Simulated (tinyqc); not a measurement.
The integration grid: Kohn-Sham PBE on finer and finer grids in the sto-3g basis, for LiH, spin multiplicity 1. Computed by the program tinyqc with PySCF. 

Geometry (angstrom):

| atom | x | y | z |
|---|---|---|---|
| Li | 0.0000 | 0.0000 | 0.0000 |
| H | 0.0000 | 0.0000 | 2.1150 |

Self-consistent on each grid; the net force on the molecule should vanish.

Kohn-Sham energy on Becke grids (radial x angular points per atom):

| grid | points | residual of the electron count | E (hartree) | E - finest (mhartree) | largest net force without grid terms (hartree/bohr) |
|---|---|---|---|---|---|
| 10 x 14 | 275 | 2.80e-02 | -7.92552 | -36.88087 | 1.26e-02 |
| 15 x 26 | 772 | -3.26e-03 | -7.88592 | 2.71525 | 5.32e-03 |
| 20 x 50 | 1989 | 1.10e-03 | -7.88885 | -0.20946 | 6.68e-04 |
| 30 x 86 | 5143 | 5.01e-04 | -7.88871 | -0.07099 | 1.51e-04 |
| 50 x 194 | 19365 | 2.12e-05 | -7.88865 | -0.00863 | 1.84e-05 |
| 75 x 302 | 45239 | -2.72e-06 | -7.88864 | 0.00087 | 5.89e-07 |
| 120 x 590 | 141438 | -1.12e-08 | -7.88864 | 0.00000 | 5.20e-08 |

The energy is within 0.1 mhartree of the finest grid first at 30 x 86. The error has both signs, since quadrature is not variational. The electron count and the net force are cheap signs of a poor grid.
